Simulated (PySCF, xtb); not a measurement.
disilane (H6Si2), SMILES [SiH3][SiH3].

Harmonic wavenumbers (cm⁻¹) from GFN2-xTB (xtb 6.7.1) at its own minimum, in rising order: 34, 389, 390, 479, 493, 494, 748, 821, 821, 823, 823, 830, 2219, 2221, 2227, 2237, 2239, 2243.

**Question.** What does TPSSh-D3(BJ)/def2-TZVP (PySCF 2.14.0) give at its own minimum? (The exact figures need the calculation; the answer reports its results.)

**Answer.** 133, 365, 365, 428, 634, 634, 855, 928, 948, 948, 962, 962, 2227, 2235, 2235, 2235, 2245, 2245. Paired by order, the mean absolute difference is 70 cm⁻¹ and the zero-point energies are 29.4 and 30.9 kcal/mol.
